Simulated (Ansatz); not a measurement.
Input file:

```yaml
crystal:
  periodic: [false, false, false]
  atoms:
    - {symbol: Sn, position_ang: [0.000000, 0.000000, 0.000000]}
    - {symbol: H, position_ang: [0.000000, 0.000000, 5.905000]}
basis:
  gaussian: {orbitals: def2-mTZVP}
total_charge: 1
correlation: {method: fci, electrons: outside_noble_gas}
output: {forces: true}
```

```sh
$ ansatz run in.yaml --threads 1 --pin off --events-out ev --progress --plain --max-ram 2393MiB
```

Output:

```
760 factors; integrals over basis functions are off by at most 2.1e-7 eV
mean field evaluation 1: about -5801.3829 eV, gradient 1.2e1 eV
mean field evaluation 2: about -5801.3830 eV, gradient 1.2e1 eV
mean field evaluation 4: about -5803.2962 eV, gradient 7.9e0 eV
mean field evaluation 8: about -5803.2961 eV, gradient 7.9e0 eV
mean field evaluation 16: about -5807.1842 eV, gradient 3.3e-1 eV
mean field evaluation 32: about -5807.0598 eV, gradient 1.0e-6 eV
mean field evaluation 64: about -5803.4331 eV, gradient 7.1e0 eV
mean field -5807.26805071 eV, -213.4131645559 hartree, gradient 9.2e-7 eV, S^2 0.000000; 6 other end points of the search recorded, 0 dependent functions left out; unrestricted orbitals would lower it
determinant -5807.26805071 eV, -213.4131645559 hartree, with singles and doubles -5811.95855545 eV, -213.5855374257 hartree
determinant -5807.05976690 eV, -213.4055102672 hartree, with singles and doubles -5811.92327170 eV, -213.5842407720 hartree
determinant -5807.26805071 eV, -213.4131645559 hartree, with singles and doubles -5812.93284147 eV, -213.6213417767 hartree
determinant -5807.05976690 eV, -213.4055102672 hartree, with singles and doubles -5812.92978428 eV, -213.6212294269 hartree
unrestricted determinant -5812.01839164 eV, -213.5877363651 hartree, S^2 1.0103
9 core orbitals not correlated: weight in the atoms' cores, before any rotation towards them, 1.000 or more for the frozen orbitals, at most 0.000 for the correlated occupied ones
reference -5807.26805071 eV, -213.4131645559 hartree; 2, 2 occupied and 28, 28 virtual orbitals, 760 factors
state -5813.16358625 eV, -213.6298214908 hartree
the calculation of the forces begins
Total energy: -5813.16358625 eV, -213.6298214908 hartree
Atom 0 at     0.000000     0.000000     0.000000 Å, force    -0.000000     0.000000     0.000889 eV/Å
Atom 1 at     0.000000     0.000000     5.905000 Å, force     0.000000    -0.000000    -0.000889 eV/Å
Dipole moment:    -0.000000     0.000000    -0.115968 e Å
```

Natural occupations: 1.9216 1.0088 0.9775 0.0317 0.0317 0.0092 0.0069 0.0069 0.0025 0.0019 0.0003 0.0003 0.0001 0.0001 0.0001 0.0001 0.0001 0.0001 0.0000 0.0000 0.0000 0.0000 0.0000 0.0000.

Forces (eV/Å):
```
Sn   0.000  0.000  0.001
H    0.000  0.000 -0.001
```

Ran on 1 thread of Arm Neoverse V1, shared host: 2.6 s wall, 0.22 GiB peak host memory.
